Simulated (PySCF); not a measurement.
**How methods differ on the ionisation energy of Be**

Be [He] 2s2 (1S) → Be+ [He] 2s1 (2S), as a difference of total energies. Calculation: PySCF 2.14, in Sapporo-DZP-2012 (4s2p, 10 functions); scalar relativity by spin-free X2C-1e. Correlated levels: valence: 1s2 frozen. The calculations carry no spin-orbit coupling.

```tsv
method	ionisation energy (eV)	error (eV)
UHF	8.041	-1.282
MN15	8.952	-0.371
r2SCAN	8.792	-0.531
MP2 (valence)	8.661	-0.662
SCS-MP2 (valence)	8.785	-0.538
CCSD (valence)	9.252	-0.071
```

Reference: 9.323 eV (measured; NIST Atomic Spectra Database, ionization energies).

Errors of the correlated levels include the incompleteness of this basis and the frozen core.

With two correlated electrons CCSD is exact in that space.

The coupled-cluster amplitudes are large for Be (T1 above 0.03 or a double amplitude above 0.15), so a single reference is strained.
